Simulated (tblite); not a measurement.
Compound: C5H9O (doublet state).
Atom-mapped SMILES: `[OH:1][C@@H:2]1[CH:3][CH2:4][CH2:5][CH2:6]1` (hydrogens: H7 on O1; H8 on C2; H9 on C3; H10, H11 on C4; H12, H13 on C5; H14, H15 on C6)

Computed with GFN2-xTB (tblite), gas phase: L-BFGS steps from a force-field or distance-geometry start until the largest atomic force falls under 0.01 eV/Å.

The end geometry, which sets the zero of energy:
```
atom  x, y, z in Å
O1      2.3519   -0.3960   -0.0313
C2      1.0641   -0.1153    0.4819
C3      0.0806   -1.2142    0.3196
C4     -1.2307   -0.7232   -0.1530
C5     -1.1251    0.7999   -0.0010
C6      0.3640    1.0882   -0.1852
H7      2.2580   -0.7019   -0.9413
H8      1.2575    0.1021    1.5451
H9      0.3291   -2.2493    0.4524
H10    -2.0670   -1.1476    0.4108
H11    -1.4002   -0.9947   -1.2059
H12    -1.7438    1.3386   -0.7171
H13    -1.4316    1.0884    1.0053
H14     0.6694    2.0392    0.2453
H15     0.6194    1.0940   -1.2476
```

Task: These geometries come from the run, each turned onto the end geometry. Order them by energy, lowest first.
A.
```
atom  x, y, z in Å
O1      2.3492   -0.3970   -0.0572
C2      1.0711   -0.1339    0.4878
C3      0.0862   -1.2255    0.2951
C4     -1.2463   -0.7322   -0.1055
C5     -1.1216    0.8000   -0.0601
C6      0.3773    1.0960   -0.1357
H7      2.2440   -0.6287   -0.9883
H8      1.2902    0.0316    1.5557
H9      0.3439   -2.2640    0.3525
H10    -2.0324   -1.1044    0.5641
H11    -1.5155   -1.0836   -1.1123
H12    -1.6547    1.2796   -0.8795
H13    -1.5258    1.1750    0.8788
H14     0.6438    2.0258    0.3632
H15     0.6862    1.1694   -1.1808
```
B.
```
atom  x, y, z in Å
O1      2.3142   -0.2806    0.5033
C2      0.9453   -0.1386    0.5521
C3      0.1570   -1.3328    0.1190
C4     -1.2441   -0.7033   -0.0001
C5     -1.0695    0.7835    0.0744
C6      0.3777    0.9062   -0.3904
H7      2.6763   -0.5799   -0.3522
H8      0.6156    0.1277    1.5842
H9      0.3973   -1.6666   -0.9221
H10    -1.8531   -1.0668    0.8669
H11    -1.7196   -0.9913   -0.9684
H12    -1.7693    1.3474   -0.5551
H13    -1.0767    1.1316    1.1315
H14     0.8073    1.9028   -0.2279
H15     0.4372    0.5688   -1.4374
```
C.
```
atom  x, y, z in Å
O1      2.3564   -0.3982   -0.0023
C2      1.0595   -0.1233    0.4880
C3      0.0775   -1.2236    0.3088
C4     -1.2452   -0.7253   -0.1296
C5     -1.1229    0.7989   -0.0129
C6      0.3684    1.0819   -0.1865
H7      2.2792   -0.6671   -0.9247
H8      1.2370    0.0984    1.5538
H9      0.3654   -2.2569    0.3429
H10    -2.0734   -1.1146    0.4721
H11    -1.4519   -1.0203   -1.1681
H12    -1.7306    1.3124   -0.7556
H13    -1.4284    1.1214    0.9832
H14     0.6698    2.0300    0.2549
H15     0.6350    1.0947   -1.2462
```
D.
```
atom  x, y, z in Å
O1      2.3769   -0.3525    0.0043
C2      1.0566   -0.1339    0.4550
C3      0.1093   -1.2266    0.1541
C4     -1.2570   -0.7254   -0.0916
C5     -1.1239    0.8086   -0.0723
C6      0.3774    1.1023   -0.1622
H7      2.3579   -0.6958   -0.8976
H8      1.1820    0.0007    1.5448
H9      0.3804   -2.2574    0.2627
H10    -1.9590   -1.0835    0.6758
H11    -1.6559   -1.0847   -1.0476
H12    -1.6877    1.2695   -0.8825
H13    -1.5248    1.1902    0.8658
H14     0.6542    2.0090    0.3697
H15     0.7092    1.1876   -1.2003
```
E.
```
atom  x, y, z in Å
O1      2.4060   -0.3315    0.2618
C2      1.0303   -0.1408    0.4389
C3      0.1352   -1.2448    0.0112
C4     -1.2514   -0.7344   -0.0400
C5     -1.1149    0.8127   -0.0194
C6      0.3683    1.0810   -0.2691
H7      2.5583   -0.7102   -0.6082
H8      0.9399    0.0351    1.5236
H9      0.4020   -2.2273   -0.2066
H10    -1.8642   -1.0449    0.8197
H11    -1.7699   -1.0491   -0.9452
H12    -1.7211    1.3080   -0.7791
H13    -1.4071    1.1955    0.9614
H14     0.6867    2.0256    0.1661
H15     0.5976    1.0333   -1.3372
```

Result: C (0.006 eV), A (0.020 eV), D (0.044 eV), E (0.159 eV), B (1.000 eV).

In the order of the answer:

| step | E above end (eV) | largest force (eV/Å) | rms force component (eV/Å) | rms distance from end (Å) | rms bond change (Å) | bond most changed (Å) |
| --- | --- | --- | --- | --- | --- | --- |
| 55 | 0.006 | 0.08 | 0.031 | 0.046 | 0.001 | C3–C4 +0.002 |
| 42 | 0.020 | 0.08 | 0.030 | 0.113 | 0.002 | C4–C5 +0.004 |
| 32 | 0.044 | 0.14 | 0.058 | 0.164 | 0.004 | C2–C3 -0.007 |
| 18 | 0.159 | 1.42 | 0.305 | 0.309 | 0.012 | C3–H9 -0.032 |
| 0 | 1.000 | 2.71 | 0.748 | 0.570 | 0.028 | C3–C4 +0.063 |

What follows is the cost of the whole relaxation. Hardware: one thread of an Arm Neoverse V2, shared host. Cost: 0.25 s of wall time.
